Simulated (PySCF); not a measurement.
Electron affinity of Si by level of theory

Si⁻ [Ne] 3s2 3p3 (4S) → Si [Ne] 3s2 3p2 (3P), as a difference of total energies. Calculation: PySCF 2.14, in aug-cc-pCVTZ-DK (8s7p5d3f, 75 functions); scalar relativity by spin-free X2C-1e. Correlated levels: valence and next inner shell: 1s2 frozen. The calculations carry no spin-orbit coupling.

Question: Order these methods by the electron affinity they give, lowest first.
A. UHF
B. SCS-MP2 (valence and next inner shell)
C. CCSD (valence and next inner shell)
D. MP2 (valence and next inner shell)

Answer: A (0.845 eV), B (1.195 eV), C (1.313 eV), D (1.374 eV).

A first-order spin-orbit estimate (lowest level to lowest level, LS coupling) adds -0.016 eV.

Errors of the correlated levels include the incompleteness of this basis and the frozen core.

For comparison: 1.390 eV (measured; photodetachment measurements, as compiled on the Wikipedia data page of electron affinities).
